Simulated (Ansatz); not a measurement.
## Sn (I4/mmm, No. 139, 1 atom in the cell; start mp-55; another form than the element's usual one)

These are PBEsol in Ansatz (PAW) values and carry that method's errors.

Settings: plane-wave cutoff 500 eV, 28×28×28 k mesh, Fermi–Dirac smearing 0.1 eV, scalar-relativistic PAW data made under PBE.

Cell (relaxed at this level):

```xyz
1
Lattice="-1.9651 1.9651 1.7007 1.9651 -1.9651 1.7007 1.9651 1.9651 -1.7007" Properties=species:S:1:pos:R:3 pbc="T T T"
Sn     0.0000     0.0000     0.0000
```

```json
{
 "band_gap": "none"
}
```

Note: the relaxation could not lower the start's symmetry, so the cell can be a saddle point above a distorted one.

Spin–orbit coupling is not included.

Static lattice: no zero-point or thermal effects.

Cost on a shared machine: around 2.2 core-minutes (rough).

A start named mp-… is a Materials Project structure, which need not be a measured phase.

Ansatz is a first-principles code.
